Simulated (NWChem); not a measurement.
# trifluoromethane (CHF$_{3}$); SMILES FC(F)F

```xyz
5

F      0.8921     0.8921    -0.1303
C      0.0000     0.0000     0.3350
F      0.3265    -1.2186    -0.1303
F     -1.2186     0.3265    -0.1303
H      0.0000     0.0000     1.4490
```
Atoms are numbered in this order, from 1.

STO-3G and 3-21G are far too small for this property and stand as cheap habits. Structure relaxed at the PBE-D3(BJ)/def2-SVP level.

Task: List the 4 lowest vertical singlet excitations from PBE0/3-21G, TDA (NWChem).

Result: 
| state | energy (eV) | oscillator strength | leading excitation (squared amplitude) |
|---|---|---|---|
| S1 | 13.12 | 0.000 | HOMO−1 → LUMO (0.98) |
| S2 | 13.25 | 0.019 | HOMO → LUMO+1 (0.83) |
| S3 | 13.25 | 0.019 | HOMO → LUMO+2 (0.83) |
| S4 | 13.50 | 0.302 | HOMO → LUMO (0.91) |
